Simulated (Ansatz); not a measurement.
Species: SiH2, charge 1, multiplicity 2. 
Structure (B3LYP-D3(BJ)/def2-TZVP (Ansatz, an electronic-structure program) minimum search):
```
Si
H 1 1.4893
H 1 1.4893 2 119.40
```
Charge +1, spin multiplicity 2.

Basis-set convergence of Hartree-Fock and CCSD(T) correlation energies (hartree) with Ansatz. Correlated levels leave the core frozen unless marked. Open shells are spin-unrestricted. No spin-orbit coupling. Non-relativistic.

| basis | functions | E(HF) | E(corr, CCSD(T)) |
|---|---|---|---|
| cc-pV(D+d)Z | 33 | -289.73151 | -0.08410 |
| cc-pV(T+d)Z | 67 | -289.74201 | -0.09796 |
| cc-pV(Q+d)Z | 124 | -289.74524 | -0.10227 |
| cc-pV(5+d)Z | 210 | -289.74584 | -0.10353 |

Extrapolating the two largest sets (X = 4 and 5) as X^-3: E(corr) = (125·(-0.10353) - 64·(-0.10227))/61 = -0.1049 Eh, an estimate of the basis-set limit. The largest set recovers 98.7 % of it, the smallest 80.2 %.
